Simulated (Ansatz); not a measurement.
Molecule: pyrrole, C$_{4}$H$_{5}$N, charge 0, multiplicity 1. 
Geometry from a B3LYP-D3(BJ)/def2-TZVP (Ansatz, a program for electronic structure) optimisation:
```xyz
10

H      0.0211    -0.0014     2.1219
N      0.0111    -0.0008     1.1183
C      0.0095     1.1219     0.3315
C     -0.0029    -1.1224     0.3301
C     -0.0058     0.7114    -0.9796
C     -0.0137    -0.7101    -0.9804
H      0.0192     2.1075     0.7635
H     -0.0040    -2.1085     0.7609
H     -0.0109     1.3576    -1.8413
H     -0.0258    -1.3551    -1.8429
```

Total electronic energies in hartree. Cores are frozen in the correlated levels unless marked. Spin-orbit coupling is left out. Non-relativistic. CBS marks a two-point X^-3 extrapolation of the correlation energy; Hartree-Fock from the larger set. [CCSD(T)-MP2]/basis is that difference in the basis named.

| level | program | energy (Eh) |
|---|---|---|
| HF/6-31G | Ansatz | -208.72936 |
| r2SCAN-D3(BJ)/def2-TZVPD | Ansatz + dftd3 | -210.12931 |
| BHLYP-D3(BJ)/def2-TZVPD | Ansatz + dftd3 | -210.12849 |
| BHLYP-D4/def2-TZVPD | Ansatz + dftd4 | -210.12675 |
| HSE06/def2-TZVPD | Ansatz | (withheld) |
| wB97X/def2-TZVPD | Ansatz | (withheld) |
| SCS-MP2/cc-pVDZ | Ansatz | -209.50451 |
| CCSD/6-31G* | Ansatz | -209.50869 |
| RI-MP2/CBS(cc-pVTZ,cc-pVQZ)+[CCSD(T)-MP2]/cc-pVTZ | Ansatz | -209.9001 |

Problem. Some entries are withheld; supply them.

Solution. 
- HSE06/def2-TZVPD, energy (Eh): -209.98959
- wB97X/def2-TZVPD, energy (Eh): -210.19084
